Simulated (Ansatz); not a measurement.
Reaction (SMILES): O=[CH] (CH-O) → CHO+ (singlet, bonded as O=[CH]) + e-
B3LYP-D3(BJ)/def2-TZVP geometries, fixed; electronic energies without zero-point terms.
Largest species:
```
C
O 1 1.1718
H 1 1.1249 2 124.43
```
Charge 0, spin multiplicity 2.

The adiabatic ionisation energy at CCSD(T) with Ansatz (an electronic-structure program), in eV, split into its Hartree-Fock and correlation parts. Cores are frozen. Open shells are unrestricted. No added dispersion term, no relativity. Functions are those of the species that has most.

```json
[
 {"basis": "cc-pVDZ", "X": "2", "functions": "33", "Hartree-Fock": "7.630", "CCSD(T)": "7.687"},
 {"basis": "cc-pVTZ", "X": "3", "functions": "74", "Hartree-Fock": "7.667", "CCSD(T)": "7.945"},
 {"basis": "cc-pVQZ", "X": "4", "functions": "140", "Hartree-Fock": "7.679", "CCSD(T)": "8.015"}
]
```

Worked estimate of the basis-set limit from each neighbouring pair, with Hartree-Fock from the larger set and the correlation part extrapolated as X^-3.
Correlation parts: X = 2: 0.057, X = 3: 0.278, X = 4: 0.336.
- (2,3): (27·(0.278) - 8·(0.057))/19 = 0.371; with Hartree-Fock 7.667 the estimate is 8.038 eV.
- (3,4): (64·(0.336) - 27·(0.278))/37 = 0.378; with Hartree-Fock 7.679 the estimate is 8.057 eV.
The last two estimates differ by 0.019 eV; the largest set lies 0.042 from the last. Over the last step Hartree-Fock moves by 0.012 and the correlation part by 0.058.
